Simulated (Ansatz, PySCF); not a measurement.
Potential energy curve for LiH, singlet.

Levels: UHF/cc-pVDZ (Ansatz, a first-principles code); RHF/cc-pVDZ (Ansatz); UKS-CAM-B3LYP = unrestricted CAM-B3LYP/cc-pVDZ (Ansatz); RKS-CAM-B3LYP = Ansatz with restricted CAM-B3LYP/cc-pVDZ; UKS-PBE = unrestricted PBE/cc-pVDZ (Ansatz); RKS-PBE = restricted PBE/cc-pVDZ run with Ansatz; UKS-B3LYP/6-31G* = unrestricted B3LYP/6-31G*, spherical d (PySCF); RKS-B3LYP/6-31G* = restricted B3LYP/6-31G*, spherical d (PySCF 2.14.0); UKS-M06-2X/6-31G* = unrestricted M06-2X/6-31G*, spherical d in PySCF 2.14.0; RKS-M06-2X/6-31G* = restricted M06-2X/6-31G*, spherical d (PySCF); UKS-B3LYP/LANL2DZ = unrestricted B3LYP/LANL2DZ (PySCF); RKS-B3LYP/LANL2DZ = restricted B3LYP/LANL2DZ (PySCF).

Scanned distances (Å): 1.21, 1.29, 1.34, 1.46, 1.51, 1.53, 1.60, 1.65, 1.70, 1.76, 1.86, 1.98, 2.14, 2.43, 2.61, 2.90, 3.19, 3.53, 3.96, 4.34, 4.70, 5.60, 6.30.

**Question.** Where does the unrestricted solution first break spin symmetry (<S²> of 0.01 or more)?

**Answer.** UHF: between 2.14 and 2.43 Å; UKS-CAM-B3LYP: between 2.61 and 2.90 Å; UKS-PBE: between 2.61 and 2.90 Å; UKS-B3LYP/6-31G*: between 2.61 and 2.90 Å; UKS-M06-2X/6-31G*: between 2.90 and 3.19 Å; UKS-B3LYP/LANL2DZ: between 2.61 and 2.90 Å.

| R / Å | <S²> UHF | E(RHF) − E(UHF) / kcal/mol | <S²> UKS-CAM-B3LYP | E(RKS-CAM-B3LYP) − E(UKS-CAM-B3LYP) / kcal/mol | <S²> UKS-PBE | E(RKS-PBE) − E(UKS-PBE) / kcal/mol | <S²> UKS-B3LYP/6-31G* | E(RKS-B3LYP/6-31G*) − E(UKS-B3LYP/6-31G*) / kcal/mol | <S²> UKS-M06-2X/6-31G* | E(RKS-M06-2X/6-31G*) − E(UKS-M06-2X/6-31G*) / kcal/mol | <S²> UKS-B3LYP/LANL2DZ | E(RKS-B3LYP/LANL2DZ) − E(UKS-B3LYP/LANL2DZ) / kcal/mol |
|---|---|---|---|---|---|---|---|---|---|---|---|---|
| 1.21 | 0.00 | 0.0 | 0.00 | 0.0 | 0.00 | 0.0 | 0.00 | 0.0 | 0.00 | 0.0 | 0.00 | 0.0 |
| 1.29 | 0.00 | 0.0 | 0.00 | 0.0 | 0.00 | 0.0 | 0.00 | 0.0 | 0.00 | 0.0 | 0.00 | 0.0 |
| 1.34 | 0.00 | 0.0 | 0.00 | 0.0 | 0.00 | 0.0 | 0.00 | 0.0 | 0.00 | 0.0 | 0.00 | 0.0 |
| 1.46 | 0.00 | 0.0 | 0.00 | 0.0 | 0.00 | 0.0 | 0.00 | 0.0 | 0.00 | 0.0 | 0.00 | 0.0 |
| 1.51 | 0.00 | 0.0 | 0.00 | 0.0 | 0.00 | 0.0 | 0.00 | 0.0 | 0.00 | 0.0 | 0.00 | 0.0 |
| 1.53 | 0.00 | 0.0 | 0.00 | 0.0 | 0.00 | 0.0 | 0.00 | 0.0 | 0.00 | 0.0 | 0.00 | 0.0 |
| 1.60 | 0.00 | 0.0 | 0.00 | 0.0 | 0.00 | 0.0 | 0.00 | 0.0 | 0.00 | 0.0 | 0.00 | 0.0 |
| 1.65 | 0.00 | 0.0 | 0.00 | 0.0 | 0.00 | 0.0 | 0.00 | 0.0 | 0.00 | 0.0 | 0.00 | 0.0 |
| 1.70 | 0.00 | 0.0 | 0.00 | 0.0 | 0.00 | 0.0 | 0.00 | 0.0 | 0.00 | 0.0 | 0.00 | 0.0 |
| 1.76 | 0.00 | 0.0 | 0.00 | 0.0 | 0.00 | 0.0 | 0.00 | 0.0 | 0.00 | 0.0 | 0.00 | 0.0 |
| 1.86 | 0.00 | 0.0 | 0.00 | 0.0 | 0.00 | 0.0 | 0.00 | 0.0 | 0.00 | 0.0 | 0.00 | 0.0 |
| 1.98 | 0.00 | 0.0 | 0.00 | 0.0 | 0.00 | 0.0 | 0.00 | 0.0 | 0.00 | 0.0 | 0.00 | 0.0 |
| 2.14 | 0.00 | 0.0 | 0.00 | 0.0 | 0.00 | 0.0 | 0.00 | 0.0 | 0.00 | 0.0 | 0.00 | 0.0 |
| 2.43 | 0.39 | 1.4 | 0.00 | 0.0 | 0.00 | 0.0 | 0.00 | 0.0 | 0.00 | 0.0 | 0.00 | 0.0 |
| 2.61 | 0.60 | 4.7 | 0.00 | 0.0 | 0.00 | 0.0 | 0.00 | 0.0 | 0.00 | 0.0 | 0.00 | 0.0 |
| 2.90 | 0.79 | 11.8 | 0.24 | 0.5 | 0.19 | 0.3 | 0.27 | 0.7 | 0.00 | 0.0 | 0.26 | 0.6 |
| 3.19 | 0.89 | 19.8 | 0.51 | 3.1 | 0.41 | 1.7 | 0.49 | 3.0 | 0.49 | 2.0 | 0.49 | 2.9 |
| 3.53 | 0.94 | 29.1 | 0.70 | 7.7 | 0.59 | 4.1 | 0.65 | 6.6 | 0.73 | 6.8 | 0.66 | 6.5 |
| 3.96 | 0.98 | 39.9 | 0.85 | 14.1 | 0.74 | 7.4 | 0.78 | 11.3 | 0.91 | 14.3 | 0.80 | 11.5 |
| 4.34 | 0.99 | 48.3 | 0.93 | 19.8 | 0.84 | 10.2 | 0.86 | 15.2 | 0.00 | — | 0.88 | 15.6 |
| 4.70 | 0.99 | 55.3 | 0.97 | 24.7 | 0.97 | 12.7 | 0.92 | 18.5 | 1.00 | — | 0.93 | 19.2 |
| 5.60 | 1.00 | — | 1.00 | 34.4 | 1.00 | 18.0 | 1.00 | 24.9 | 1.00 | — | 1.00 | 26.3 |
| 6.30 | 1.00 | — | 1.00 | 39.6 | 1.00 | 20.3 | 1.00 | 28.0 | 1.00 | — | 1.00 | 29.8 |

A dash means that the run gave no value there, or that the column was ended at a point which the program doubted or which failed a test of continuity chosen for this set; such a test can also cut sound points.
